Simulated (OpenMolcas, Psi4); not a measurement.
How methods differ on SiO2 (SMILES O=[Si]=O)

SiO2 has 3 atoms, charge 0, and is taken as a singlet. SMILES: `O=[Si]=O`. The coordinates come from a PBE0-D4/def2-TZVP relaxation.

```xyz
3

O     0.6977    1.2296    0.5188
Si    0.0000    0.0000    0.0000
O    -0.6977   -1.2296   -0.5188
```

Quantity: the energy change with the O1–Si2 bond stretched from 1.506 to 1.958 Å, in eV. The values are calculated.

| level | kind | program | value (eV) | CPU time (all runs) |
| --- | --- | --- | --- | --- |
| HF/cc-pVTZ (restricted) | Hartree–Fock | Psi4 | 3.07 | 76 s |
| SVWN5/cc-pVTZ (restricted) | LDA | Psi4 | 2.49 | 36 s |
| PBE/cc-pVTZ (restricted) | GGA | OpenMolcas | 2.24 | 46 s |
| BHLYP/cc-pVTZ (restricted) | global hybrid | OpenMolcas | 2.88 | 48 s |
| PBE0/cc-pVTZ (restricted) | global hybrid | OpenMolcas | 2.64 | 49 s |
| wB97M-V/cc-pVTZ (restricted) | range-separated hybrid | Psi4 | 2.66 | 3 min |
| B2PLYP/cc-pVTZ (density fitting for correlation) (restricted) | double hybrid | Psi4 | 2.51 | 46 s |
| DSD-PBEP86/cc-pVTZ (density fitting for correlation) (restricted) | double hybrid | Psi4 | 2.67 | 47 s |

The first shape isn't each level's own minimum. The values span 2.24 to 3.07 eV. Times are those of the runs behind each value, whatever else they computed, on shared processors of several kinds: orders of magnitude only.
